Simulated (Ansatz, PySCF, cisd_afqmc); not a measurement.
Species: Cl$_{2}$, charge 0, singlet. Cl2 (molecular chlorine, SMILES ClCl).
B3LYP-D3(BJ)/def2-TZVP minimum from Ansatz (a program for electronic structure):
```xyz
2

Cl     0.0000     0.0000    -1.0068
Cl     0.0000     0.0000     1.0068
```

Atomisation energy term by term, kcal/mol (programs: Ansatz, cisd_afqmc). Radicals and triplets start from unrestricted determinants; spin-orbit coupling is neglected. Cores are frozen in correlated methods. Rows without X2C or -DK are non-relativistic. AFQMC is phaseless with a CISD trial state; ± is one standard error, without the phaseless bias. Outlying blocks are dropped, and bars are widened where a walk drifts. Over all cases where full CI ran beside it in this data, AFQMC minus full CI had a median of +0.1 mEh and passed +0.4 mEh in a tenth of the cases. CBS(X,Y): correlation extrapolated as X^-3, Hartree-Fock from the larger set (Q,5: extrapolated as (X+1)exp(-9√X)). A bracket is a step between two methods taken in the basis named. '+ core + X2C': CCSD(T) terms for core correlation (cc-pwCVTZ, 1s frozen past Ne) and scalar relativity (cc-pVTZ-DK).

| term | basis | kcal/mol |
|---|---|---|
| Hartree-Fock | CBS(cc-pV(Q+d)Z,cc-pV(5+d)Z) | 18.99 |
| CCSD correlation | CBS(cc-pV(Q+d)Z,cc-pV(5+d)Z) | 35.62 |
| (T) | CBS(cc-pV(Q+d)Z,cc-pV(5+d)Z) | 4.91 |
| CCSDT(Q) - CCSD(T) | cc-pV(Q+d)Z | 0.14 |
| CCSDTQ - CCSDT(Q) | cc-pV(D+d)Z | -0.02 |
| core correlation | cc-pwCVTZ | 0.30 |
| scalar relativity | X2C, cc-pVTZ-DK | -0.16 |
| minus zero-point energy | Hessian by PySCF at B3LYP-D3(BJ)/def2-TZVP | -0.77 |
| sum: D0 |  | 59.0 |

The step beyond CCSD(T) by other levels: CCSDTQ in cc-pV(D+d)Z 0.28; AFQMC/CISD in cc-pV(D+d)Z 0.43 ± 0.32; CCSDT(Q) in cc-pV(D+d)Z 0.31; CCSDT(Q) in cc-pV(T+d)Z 0.16 kcal/mol.
